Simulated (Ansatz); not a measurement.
**doublet CN: levels of theory in one basis**

```xyz
2

C     0.0000    0.0000    0.0000
N     0.0000    0.0000    1.1720
```

Basis set: def2-SVP (spherical functions). Correlated methods keep 2 orbitals frozen. Correlation on ROHF uses semicanonical orbitals with singles. Charge 0, multiplicity 2.

Computed with Ansatz (development build ahead of 0.2.0); each method stands on the lowest determinant of its kind that the runs found.

```tsv
method	E − E(ROHF) (eV)	<S²> of the determinant
ROHF	0.00	–
UHF	-0.50	1.18
ROHF-MP2	-7.32	–
ROHF-CCSD(T)	-8.00	–
UHF-CCSD(T)	-7.95	1.18
```

(1) What does UHF-MP2 give on the same scale?

(2) Is a single determinant a sound starting point here?

Results:

(1) -6.49 eV.

(2) It is doubtful. Unrestricted orbitals lower Hartree–Fock by 0.50 eV and <S²> is 1.18 where a pure state has 0.75, a sign of strong static correlation.

Caution for UHF, UHF-MP2, UHF-CCSD(T): the unrestricted determinant is spin contaminated.
